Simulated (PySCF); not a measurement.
## Threshold energies of AlCl in a plasma

r²SCAN in PySCF with def2-TZVPPD on every atom, for the lowest determinant that a PBE0 search found; no spin–orbit coupling.

```
species  state (unpaired electrons)  Re (Å)  ωe (cm⁻¹)  energy of the minimum from the neutral (eV)  De (eV)  dissociates to
   AlCl      singlet (closed shell)   2.146        474                                         0.00     5.23         Al + Cl
  AlCl⁺               doublet (σ ↑)   2.023        606                                         8.95     2.44        Al⁺ + Cl
  AlCl⁻               doublet (π ↑)   2.299        334                                        -0.19     1.79        Al + Cl⁻
```

Problem. Work out the lowest energy to break AlCl into atoms, from its vibrational ground state.

Solution. D0 = De − ωe/2 = 5.23 − 0.03 = 5.20 eV (r²SCAN/def2-TZVPPD).

Problem. Work out the ionisation energy of the Al atom at this level and the threshold of dissociative ionisation.

Solution. IE(Al) = 8.95 + 2.44 − 5.23 = 6.16 eV, so Al⁺ + Cl + e⁻ appears at D0 + IE(Al) = 11.36 eV (r²SCAN/def2-TZVPPD). The measured IE(Al) is 5.986 eV (NIST ASD).

Problem. Work out the electron affinity of the Cl atom and the threshold of dissociative attachment.

Solution. EA(Cl) = 5.23 − 1.79 − (-0.19) = 3.63 eV, so Al + Cl⁻ needs D0 − EA(Cl) = 1.57 eV (r²SCAN/def2-TZVPPD). The measured EA(Cl) is 3.613 eV.

Problem. At which energy does ion-pair formation open?

Solution. Al⁺ + Cl⁻ lies at D0 + IE(Al) − EA(Cl) = 7.73 eV (r²SCAN/def2-TZVPPD).

These are thermodynamic thresholds; the onsets seen under electron impact lie higher where the geometry changes, and cross-sections peak well above them.

For an ion De counts to the pair picked by the measured ionisation energies or electron affinities, which need not be the lowest pair at this level. The highest Kohn–Sham level is positive in this anion. Much of that is self-interaction error, but it also means that the finite basis helps to hold the extra electron. States were picked by a PBE0 search and need not be the measured ground states.
